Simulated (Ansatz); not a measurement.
`OB[SiH3]` + H–F → `FB[SiH3]` + H₂O at 400 K and 1 bar (ligand exchange at a B–O bond).

Isolated molecules relaxed with PBE0-D4/def2-TZVP in Ansatz; ΔE leaves out vibrations. CCSD(T)/CBS adds triple-zeta CCSD(T) − MP2 to the extrapolated MP2 energy (def2 sets, frozen cores). This one scheme is used for every species. Each species was taken in one conformer, which may not be the lowest.

```json
{"species": "`OB[SiH3]`", "CCSD(T)/CBS energy (Eh)": "-392.07510", "H − E (kJ/mol)": "161.1", "S (J/(mol·K))": "321.7"}
{"species": "H–F", "CCSD(T)/CBS energy (Eh)": "-100.39570", "H − E (kJ/mol)": "36.5", "S (J/(mol·K))": "182.2"}
{"species": "`FB[SiH3]`", "CCSD(T)/CBS energy (Eh)": "-416.08982", "H − E (kJ/mol)": "126.4", "S (J/(mol·K))": "321.1"}
{"species": "H₂O", "CCSD(T)/CBS energy (Eh)": "-76.37941", "H − E (kJ/mol)": "69.8", "S (J/(mol·K))": "198.6"}
```

H − E and S are ideal-gas, rigid-rotor, harmonic terms from PBE0-D4/def2-TZVP, for one conformer and one mirror image of each species. 1 Eh = 2625.50 kJ/mol, R = 8.31446 J/(mol·K).

Problem. By hand: ΔE, ΔH, ΔS and ΔG.

Solution. ΔE = (-416.08982) + (-76.37941) − (-392.07510) − (-100.39570) = 0.00157 Eh = 4.1 kJ/mol. Δ(H − E) = 126.4 + 69.8 − 161.1 − 36.5 = -1.4, so ΔH = 2.7 kJ/mol. ΔS = 321.1 + 198.6 − 321.7 − 182.2 = 15.8 J/(mol·K). ΔG = 2.7 − 400 × (15.8)/1000 = -3.6 kJ/mol.

Problem. By hand: the equilibrium constant, and the temperature at which ΔG would vanish if ΔH and ΔS stayed fixed.

Solution. log₁₀ K = −ΔG/(RT ln 10) = 0.5. ΔG = 0 at ΔH/ΔS = 171 K, though so small a ΔH makes that figure unsure.

TΔS isn't small against ΔH here. The sign of ΔG lies within the doubt. A doubt of 5 kJ/mol in ΔE shifts log₁₀ K by 0.7 here. Other conformers and mirror images would add mixing entropy, several J/(mol·K) or more a flexible species. Modes under 60 cm⁻¹, often nearly free rotors, make the harmonic entropy too high. These are equilibria of isolated gas molecules and say nothing of rates. Largest T1 diagnostic: 0.014 (customary marks: 0.02 for closed shells, 0.045 for open ones).
